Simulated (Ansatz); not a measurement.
One change: `F[CH2][AlH2]` becomes `[AlH2][CH2]Cl`.

Ansatz, PBE0-D4/def2-TZVP geometries, multiplicity 1. 

| property | `F[CH2][AlH2]` |
| --- | --- |
| LUMO energy (B3LYP/def2-TZVPP) / eV | -1.84 |
| size of the dipole moment (ωB97M-V/def2-TZVPP) / D | 1.54 |
| HOMO energy (B3LYP/def2-TZVPP) / eV | -7.64 |
| HOMO–LUMO gap (B3LYP/def2-TZVPP) / eV | 5.80 |
| HOMO–LUMO gap (ωB97M-V/def2-TZVPP) / eV | 10.11 |
| size of the dipole moment (B3LYP/def2-TZVPP) / D | 1.55 |

(1) Give the same properties after the change, and the shifts. (Estimate.)

Results:

(1) Computed: 
```
                                          property  `[AlH2][CH2]Cl`  shift
               LUMO energy (B3LYP/def2-TZVPP) / eV            -1.88  -0.04
size of the dipole moment (ωB97M-V/def2-TZVPP) / D             1.72   0.18
               HOMO energy (B3LYP/def2-TZVPP) / eV            -7.32   0.32
             HOMO–LUMO gap (B3LYP/def2-TZVPP) / eV             5.44  -0.36
           HOMO–LUMO gap (ωB97M-V/def2-TZVPP) / eV             9.71  -0.40
  size of the dipole moment (B3LYP/def2-TZVPP) / D             1.71   0.16
```

With PBE0 the HOMO rises by 0.29 eV and the LUMO falls by 0.05 eV, so the gap narrows by about 0.34 eV. PBE moves the HOMO by 0.16 eV and ωB97M-V by 0.35 eV. Dipoles are sizes alone; their direction can turn.

B3LYP here is the variant with VWN-RPA as its local correlation; programs differ in this.
